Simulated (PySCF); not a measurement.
Consider hydroxyl, `[OH]` (OH•, doublet). Atom numbers as in the mapped SMILES `[OH:1]`.

Energies: CAM-B3LYP-D3(BJ)/ma-def2-TZVP (PySCF, density fitting, integration grid level 2) on PBE0-D3(BJ)/ma-def2-SVP structures. The prefix ma- adds one diffuse s and one diffuse p function on all atoms but H. Thermal corrections: PBE0-D3(BJ)/ma-def2-SVP frequencies, unscaled, ideal gas at 298.15 K and 1 bar, quasi-RRHO entropy.

**Question.** What are the vertical and the adiabatic ionisation energy for forming the singlet cation?

**Answer.** 16.33 eV vertical and 16.21 eV adiabatic, the latter with zero-point energy.

**Question.** What are the vertical and the adiabatic ionisation energy for forming the triplet cation?

**Answer.** 13.29 eV vertical and 13.17 eV adiabatic, the latter with zero-point energy.

**Question.** Where does the unpaired spin of the relaxed triplet cation sit?

**Answer.** O1 (oxygen) 2.05 (intrinsic atomic orbital populations).

**Question.** What are the vertical and the adiabatic electron affinity for forming the singlet anion?

**Answer.** 1.78 eV vertical and 1.78 eV adiabatic, the latter with zero-point energy.

**Question.** Which spin state does oxidation lead to?

**Answer.** The triplet, 3.03 eV below the singlet.

Known limits: the singlet was run as a closed shell, which can place it too high against the triplet, even in the wrong order.

Differences come from unrounded values, so a last digit can differ from that of the printed terms.
